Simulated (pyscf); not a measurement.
Single points on ωB97X-D3(BJ)/def2-SVP structures (PySCF, gas phase). Correlated levels are frozen-core, on RHF or UHF. ΔMP2 is the change of the MP2 total energy from the triple- to the quadruple-zeta basis.

Question: For the elementary gas-phase step H₂Al–AsH₂ + water (H₂O) -> AsH₃ + HO–AlH₂ (singlet surface; Al–As, H–O broken, As–H, Al–O formed), what barrier and reaction energy does CCSD(T)/def2-TZVPP + ΔMP2(QZVPP) give, measured from the separated reactants?

Answer: ΔE‡ = -0.1 kcal/mol, ΔE = -18.9 kcal/mol. Zero-point energy shifts the barrier by -0.6 kcal/mol. It is a four-centre exchange, with an imaginary mode of 1220i cm⁻¹. On the reactant side the descent ends in an adduct with a Al–O contact, 22.5 kcal/mol under the separated species and 20.2 kcal/mol under the saddle at ωB97X-D3(BJ)/def2-TZVP. On the product side the descent ends in a complex, 4.6 kcal/mol under the separated species and 19.3 kcal/mol under the saddle at ωB97X-D3(BJ)/def2-TZVP. What is counted as formed (Al–O) is already present as a longer contact in the reactant adduct; forming that adduct is a step of its own. At ωB97X-D3(BJ) the barrier from the zero used here is -2.3 kcal/mol. One saddle was located; it need not be the lowest between these sides. The CCSD(T) − MP2 part came from Ansatz, without density fitting, on the same reference. The frozen core leaves the outer d or s,p core shells of the metals and heavy elements correlated in the MP2 and CC values, and def2-TZVPP describes them poorly, which can shift differences by a few kcal/mol. Elements up to Kr have no core potential and no relativistic terms here.
